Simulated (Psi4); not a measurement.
# TPSSh/aug-cc-pVTZ run of HOF (hypofluorous acid)

Aim: the energy change on altering one bond length of HOF (hypofluorous acid) at TPSSh/aug-cc-pVTZ, from 2 runs. 

Program for the calculation: Psi4 1.11.

1 further run of the same task is left out (set aside as unsound or not needed).

### 1 Starting point

HOF: 3 atoms, total charge 0, spin state singlet. As SMILES, `OF`. Geometry: relaxed at PBE0-D4/def2-TZVP.

Bond lengths: O1–F2 1.406 Å, O1–H3 0.969 Å. Angles: F2–O1–H3 99.1°.

### 2 A single-point energy at TPSSh/aug-cc-pVTZ

File job.dat:

```
memory 2200 MB

molecule {
  0 1
  O      0.430590    -0.210340     0.216330
  F     -0.221910     1.014620    -0.010980
  H     -0.208690    -0.804280    -0.205350
  units angstrom
  symmetry c1
}

set puream true
set e_convergence 1e-09
set d_convergence 1e-08
set scf_type pk
set dft_radial_points 99
set dft_spherical_points 590

result, w = energy("tpssh/aug-cc-pVTZ", return_wfn=True)
oeprop(w, "LOWDIN_CHARGES", "DIPOLE", "MAYER_INDICES", title="TPSSH")
```

Started as:

```console
$ psi4 job.dat job.out -n 1
```

job.out, cut to the lines that bear on the results:

```text
[...]
  Running in c1 symmetry.
[...]
  Nuclear repulsion =   34.062701107921029
[...]
  Multiplicity = 1
[...]
  Nalpha       = 9
  Nbeta        = 9
[...]
    Number of basis functions: 115
[...]
   @RKS iter   1:  -175.54363942482414   -3.03108e-01   3.82897e-03 ADIIS/DIIS
[...]
   @RKS iter   9:  -175.60716301927189   -3.79714e-11   4.46237e-09 DIIS
[...]
    Orbital Energies [Eh]
    ---------------------
    Doubly Occupied:
       1A    -24.648956     2A    -19.167245     3A     -1.238427
       4A     -0.958526     5A     -0.559804     6A     -0.487135
       7A     -0.456792     8A     -0.366418     9A     -0.299693
[...]
  @RKS Final Energy:  -175.60716301927189
   => Energetics <=
    Nuclear Repulsion Energy =             34.0627011079210291
    One-Electron Energy =                -311.0320813892155343
    Two-Electron Energy =                 118.8292140028269017
    DFT Exchange-Correlation Energy =     -17.4669967408043014
    Empirical Dispersion Energy =           0.0000000000000000
    VV10 Nonlocal Energy =                  0.0000000000000000
    Total Energy =                       -175.6071630192718658
[...]
 Multipole Moments:
 ------------------------------------------------------------------------------------
     Multipole            Electronic (a.u.)      Nuclear  (a.u.)        Total (a.u.)
 ------------------------------------------------------------------------------------
 L = 1.  Multiply by 2.5417464519 to convert [e a0] to [Debye]
 Dipole X            :         -0.3333586           -0.0741923           -0.4075509
 Dipole Y            :          1.1054448           -1.7197104           -0.6142655
 Dipole Z            :         -0.0000000            0.0000000           -0.0000000
 Magnitude           :                                                    0.7371702
[...]
```

Run time: 21 s. Hardware: 1 thread of Intel Xeon Platinum 8488C (Sapphire Rapids), shared host; peak memory 0.8 GiB.

### 3 The distorted shape: energy and forces at TPSSh/aug-cc-pVTZ

File job.py:

```python
import psi4

psi4.set_memory('2200 MB')
psi4.set_num_threads(1)
psi4.set_output_file('run.log', False)

geom = psi4.geometry("""
0 1
O      0.99487466    -0.22915764     0.52831262
F     -0.23817163     2.08568128     0.09875898
H     -0.39436694    -1.51986893    -0.38805526
units au
symmetry c1
""")

psi4.set_options({
    'reference': 'rks',
    'puream': True,
    'e_convergence': 1e-09,
    'd_convergence': 1e-08,
    'scf_type': 'pk',
    'dft_radial_points': 99,
    'dft_spherical_points': 590,
})

energy_value, wavefunction = psi4.gradient("tpssh/aug-cc-pVTZ", return_wfn=True)
psi4.oeprop(wavefunction, "LOWDIN_CHARGES", "DIPOLE", "MAYER_INDICES")
print('gradient / Eh bohr^-1')
print(energy_value.np.round(6))
print(f'energy = {wavefunction.energy():.10f} Eh')
for k, v in sorted(psi4.core.scalar_variables().items()):
    print(f'{k:45s} {v:18.10f}')
```

Started as:

```console
$ python job.py
```

run.log, cut to the lines that bear on the results:

```text
[...]
  Running in c1 symmetry.
[...]
  Nuclear repulsion =   33.360956476562180
[...]
  Multiplicity = 1
[...]
  Nalpha       = 9
  Nbeta        = 9
[...]
    Number of basis functions: 115
[...]
   @RKS iter   1:  -175.53705917266629   -3.46571e-01   3.54647e-03 ADIIS/DIIS
[...]
   @RKS iter  10:  -175.59446194605141   -1.16529e-12   2.40700e-09 DIIS
[...]
    Orbital Energies [Eh]
    ---------------------
    Doubly Occupied:
       1A    -24.645116     2A    -19.175608     3A     -1.230867
       4A     -0.930616     5A     -0.541553     6A     -0.482281
       7A     -0.452710     8A     -0.358840     9A     -0.294512
[...]
  @RKS Final Energy:  -175.59446194605141
   => Energetics <=
    Nuclear Repulsion Energy =             33.3609564765621798
    One-Electron Energy =                -309.7807484528443638
    Two-Electron Energy =                 118.2395425550994190
    DFT Exchange-Correlation Energy =     -17.4142125248686774
    Empirical Dispersion Energy =           0.0000000000000000
    VV10 Nonlocal Energy =                  0.0000000000000000
    Total Energy =                       -175.5944619460514105
[...]
  -Total Gradient:
     Atom            X                  Y                   Z
    ------   -----------------  -----------------  -----------------
       1        0.056697722033     0.065620866370     0.000000000000
       2        0.008077766216    -0.016396441333     0.000000000000
       3       -0.064774422409    -0.049223334767    -0.000000000000
[...]
 Multipole Moments:
 ------------------------------------------------------------------------------------
     Multipole            Electronic (a.u.)      Nuclear  (a.u.)        Total (a.u.)
 ------------------------------------------------------------------------------------
 L = 1.  Multiply by 2.5417464519 to convert [e a0] to [Debye]
 Dipole X            :         -0.2547957           -0.1815633           -0.4363591
 Dipole Y            :          1.1574470           -1.8036094           -0.6461624
 Dipole Z            :          0.0000000           -0.0000000            0.0000000
 Magnitude           :                                                    0.7797019
[...]
```

The script printed:

```text
gradient / Eh bohr^-1
[[ 0.056698  0.065621  0.      ]
 [ 0.008078 -0.016396  0.      ]
 [-0.064774 -0.049223 -0.      ]]
energy = -175.5944619461 Eh
CURRENT ENERGY                                   -175.5944619461
CURRENT REFERENCE ENERGY                         -175.5944619461
DD SOLVATION ENERGY                                 0.0000000000
DFT FUNCTIONAL TOTAL ENERGY                      -175.5944619461
DFT TOTAL ENERGY                                 -175.5944619461
DFT VV10 ENERGY                                     0.0000000000
DFT XC ENERGY                                     -17.4142125249
GRID ELECTRONS ALPHA                                9.0000000039
GRID ELECTRONS BETA                                 9.0000000039
GRID ELECTRONS TOTAL                               18.0000000079
NUCLEAR REPULSION ENERGY                           33.3609564766
ONE-ELECTRON ENERGY                              -309.7807484528
PCM POLARIZATION ENERGY                             0.0000000000
PE ENERGY                                           0.0000000000
SCF ITERATION ENERGY                             -175.5944619461
SCF ITERATIONS                                     10.0000000000
SCF TOTAL ENERGY                                 -175.5944619461
TWO-ELECTRON ENERGY                               118.2395425551
XC GRID RADIAL POINTS                              99.0000000000
XC GRID SPHERICAL POINTS                          590.0000000000
XC GRID TOTAL POINTS                           172047.0000000000
```

Run time: 30 s. Hardware: 1 thread of Intel Xeon Platinum 8488C (Sapphire Rapids), shared host; peak memory 0.8 GiB.

### 4 What came out

At TPSSh/aug-cc-pVTZ:

```
                                                         quantity          value
                                        first shape: total energy  -175.60716 Eh
                                       first shape: dipole moment         1.87 D
                                         first shape: HOMO energy       -8.16 eV
                                         first shape: LUMO energy       -1.94 eV
                                       first shape: HOMO–LUMO gap        6.21 eV
                                    distorted shape: total energy  -175.59446 Eh
                                   distorted shape: dipole moment         1.98 D
                                     distorted shape: HOMO energy       -8.01 eV
                                     distorted shape: LUMO energy       -1.88 eV
                                   distorted shape: HOMO–LUMO gap        6.13 eV
                        distorted shape: largest force on an atom     4.459 eV/Å
energy change with the O1–H3 bond stretched from 0.969 to 1.115 Å       0.346 eV
```

In words: With the O1–H3 bond stretched from 0.969 to 1.115 Å the energy rises by 0.35 eV (33.3 kJ/mol). The first shape isn't relaxed at this level, so the change isn't measured from a minimum.
